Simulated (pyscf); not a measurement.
This saddle point was located with ωB97X-D3(BJ)/def2-SVP in PySCF.

```xyz
9

O     -0.2913     0.8371     0.5348
Si    -0.9163    -0.7252    -0.1563
F     -0.1007    -2.1299    -0.2137
F     -2.2220    -0.5790    -1.0930
F     -1.6850    -1.0260     1.2538
H     -0.8122     1.4670     1.0484
O      0.1949     0.0061    -1.3996
H      0.2214     0.9243    -0.4681
H      0.9401    -0.5389    -1.6788
```
Charge 0, spin multiplicity 1.

Surface: singlet, charge 0. Lowest wavenumbers (cm⁻¹): 995i, 76, 179, 324, 349.

Task: What reaction is this the transition state of?

Result: water (H₂O) + HO–Si(F)(F)–F ⇌ HO–Si(F)(F)–F + water (H₂O), a four-centre exchange read from left to right: H–O, O–Si broken and O–Si, H–O formed. At ωB97M-D3(BJ)/def2-TZVP it lies +82.4 kJ/mol from the left side and +82.4 kJ/mol from the right (each side as separated species at their lowest minima found). On the reactant side the descent ends in an adduct with a O–Si contact, 18.1 kJ/mol under the separated species and 100.0 kJ/mol under the saddle at ωB97X-D3(BJ)/def2-TZVP. On the product side the descent ends in an adduct with a O–Si contact, 18.2 kJ/mol under the separated species and 100.1 kJ/mol under the saddle at ωB97X-D3(BJ)/def2-TZVP. What is counted as formed (O–Si) is already present as a longer contact in the reactant adduct; forming that adduct is a step of its own. What is counted as broken (O–Si) persists as a longer contact in the product adduct; parting that adduct is a step of its own. This is the saddle that the search found; another between the same sides may lie lower.
